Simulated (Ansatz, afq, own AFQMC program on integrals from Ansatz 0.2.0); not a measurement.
**Where AFQMC and coupled cluster stand for Se, triplet**

A free Se atom.

Basis def2-TZVP. Noble-gas cores (and the filled d shells of Ga–Kr and In–Xe) are frozen. Ansatz 0.2.0 and our own AFQMC program on the same integrals; the CISD trial comes from CCSD amplitudes, and released means the phaseless constraint is let go. Free projection: walkers drawn from exp(T), propagated without any constraint. Its projection time is finite, and what remains of the start isn't in its error. Error bars are statistical, one sigma. No spin–orbit coupling.

Determinant: UHF, the one that the program's search chose, which needn't be the lowest solution.

No full CI on the walks' own integrals is used here; CCSDTQ serves as the reference and is uncertain by about the last step of the cluster series.

Cautions: no relativity below Rb; no spin-orbit coupling; inner d shell frozen; the ph-AFQMC/HF walk drifts between its halves (2.3 errors).

The T1 diagnostic is 0.0084, the weight of the determinant in the CISD state is 0.938 and the ⟨S²⟩ of the determinant is 2.010. The size of the correlated space is 6 electrons in 34 orbitals.

```csv
level,correlation energy (eV)
MP2,-2.7243
CCSD,-3.2411
CCSD(T),-3.3410
```

(1) Estimate where free-projection AFQMC lies against CCSD(T) on the same integrals.

(1) 1.9 ± 0.1 kJ/mol below CCSD(T).

Reference: CCSDTQ, correlation energy -3.360 eV. The released energy is read at 1.50 1/Eh (meV from the phaseless value at times in 1/Eh: -1.3 ± 0.9 at 0.24, -2.3 ± 0.8 at 0.50, -2.8 ± 0.7 at 1.00, -1.9 ± 0.8 at 1.50).

```json
{"level": "CCSD(T)", "E − E(reference) (kJ/mol)": "1.8", "share of correlation (%)": "99.43"}
{"level": "CCSDT", "E − E(reference) (kJ/mol)": "0.2", "share of correlation (%)": "99.92"}
{"level": "CCSDT(Q)", "E − E(reference) (kJ/mol)": "0.0", "share of correlation (%)": "99.99"}
{"level": "ph-AFQMC/HF", "E − E(reference) (kJ/mol)": "6.7 ± 1.1", "share of correlation (%)": "97.92"}
{"level": "ph-AFQMC/CISD", "E − E(reference) (kJ/mol)": "0.4 ± 0.2", "share of correlation (%)": "99.87"}
{"level": "released AFQMC", "E − E(reference) (kJ/mol)": "0.2 ± 0.08", "share of correlation (%)": "99.92"}
{"level": "free AFQMC", "E − E(reference) (kJ/mol)": "0.0 ± 0.1", "share of correlation (%)": "100.00"}
```

CCSDT and higher add their correlation energy to the determinant of the CCSD(T) run, since their own runs factorise the integrals more tightly (a shift of under 2 meV). Free projections are given only where their last times agree within the noise and don't stop above the reference; a slow remainder of the start can still hide under it. A walk keeps the symmetry of its determinant, which the program's search chose and which needn't be the lowest solution, so a lower state of the same spin and another symmetry isn't excluded. Released energies are given only where the last usable release times agree within the noise; a slower fall can still hide under it.
